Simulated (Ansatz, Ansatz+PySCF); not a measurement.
```xyz
6

C     0.0000    0.0224   -0.6989
C     0.0000   -0.0224    0.6989
O     0.0000    0.9791   -1.2487
O     0.0000   -0.9791    1.2487
H     0.0000   -0.9017   -1.1522
H     0.0000    0.9017    1.1522
```

RHF on singlet C₂H₂O₂ was run in several spherical basis sets with Ansatz (development build ahead of 0.2.0). Caution for RHF: no unrestricted run beside it, a lower state can exist.

Problem. Rank the basis sets by the total energy that they give, lowest first, with the distance from the lowest.
A. cc-pVTZ
B. 6-31G(d)
C. def2-SVP
D. cc-pVDZ
E. def2-TZVP

Solution. E (0.00 eV), A (0.27 eV), D (2.26 eV), B (2.83 eV), C (7.57 eV).

Totals follow the description of the cores as much as that of the bonds, so this order isn't one of quality for chemistry.
